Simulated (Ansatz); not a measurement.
A made-up structure of CH₇Si₂ (charge -1), closed shell:

```csv
atom,x (Å),y (Å),z (Å)
Si1,-1.6051,0.8536,-0.3458
C2,0.3328,0.4358,-0.4298
Si3,0.7595,-0.7135,0.9465
H4,-2.0789,-0.4301,-1.0542
H5,0.9630,-1.3442,-0.3093
H6,0.6472,0.0208,-1.3936
H7,0.8862,1.3697,-0.2709
H8,-0.1365,-1.9088,1.0148
H9,0.6973,-0.0506,2.2850
H10,2.1525,-1.2937,0.8721
```

It is relaxed with PBE-D4/def2-SVPD and then PBE0-D4/def2-TZVPD (Ansatz 0.2.0). Atoms count as bonded within 1.22 times the sum of their covalent radii (H–H: 0.88 Å). The end point is not checked to be a true minimum.

Problem. Does its bonding change? (Judge from chemistry; the calculation decides.)

Solution. Computed: Yes. Formed: Si1–H8; broken: Si3–H8.

Where it ends: The first stage lowers the energy by 4.04 eV in 29 steps. It ends as CH₇Si₂ ([SiH2][CH2][SiH3]), total charge -1:
Si1  (-1.570, 0.362, -0.357)
C2  (0.403, 0.530, -0.329)
Si3  (1.221, -0.872, 0.545)
H4  (-1.610, -1.072, -0.924)
H5  (0.903, -2.195, -0.070)
H6  (0.756, 0.593, -1.365)
H7  (0.669, 1.479, 0.151)
H8  (-1.732, -0.111, 1.104)
H9  (0.838, -0.941, 1.987)
H10  (2.740, -0.835, 0.573)
(Å)

Labels in which every atom is bracketed show which atoms are joined, not bond orders.

For scale, one of the runs: PBE0-D4/def2-TZVPD relaxation, 186 basis functions, launched by `ansatz run in.yaml --threads 2 --pin off --events-out ev --progress --plain --max-ram 4352MiB`. Hardware: 2 CPU threads of an Arm Neoverse V1, shared host. Wall time about 28 s.
